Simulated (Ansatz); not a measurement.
A run of Ansatz (development build ahead of 0.2.0) on singlet CH₄S at this shape:

```xyz
6

C    -0.0258   -0.0088   -1.1099
S     0.0283   -0.0187    0.6579
H    -0.0118   -1.1245   -1.4832
H    -0.9293    0.4768   -1.5148
H     0.8967    0.4321   -1.5932
H    -0.0475    1.2636    0.8444
```

Its results:

* Converged: yes
* Reference energy: -437.72186 hartree
* Correlation energy: -0.30347 hartree
* Total energy: -438.02533 hartree
* Spin squared of the determinant: 0.000

Problem. Which input gives this output? Name the method, the orbitals and the basis set, and write the input.

Solution. RHF-MP2 in aug-cc-pVDZ. An unrestricted run that stays on the closed shell gives the same numbers.

```yaml
crystal:
  periodic: [false, false, false]
  atoms:
    - { symbol: C, position_ang: [-0.02578, -0.00877, -1.10991] }
    - { symbol: S, position_ang: [0.0283, -0.01875, 0.65787] }
    - { symbol: H, position_ang: [-0.01182, -1.12448, -1.48322] }
    - { symbol: H, position_ang: [-0.92929, 0.47681, -1.5148] }
    - { symbol: H, position_ang: [0.8967, 0.43206, -1.59316] }
    - { symbol: H, position_ang: [-0.04753, 1.26364, 0.8444] }
basis:
  gaussian: { orbitals: aug-cc-pVDZ }
hamiltonian:
  xc: hf
correlation:
  method: mp2
  frozen_orbitals: { C: 1, H: 0, S: 5 }
```
